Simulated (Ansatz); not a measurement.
Harmonic frequencies (cm⁻¹) at PBE0-D4/def2-TZVP from Ansatz: 259, 481, 514, 535, 765, 879, 1565, 3568, 3679.

Each molecule was computed in one conformer, which needn't be the lowest.

Problem. Which molecule is it?
A. `N[Si]F`
B. `F[Si]Cl`
C. `C[Si]S`
D. `N[Si]Cl`

Solution. D.
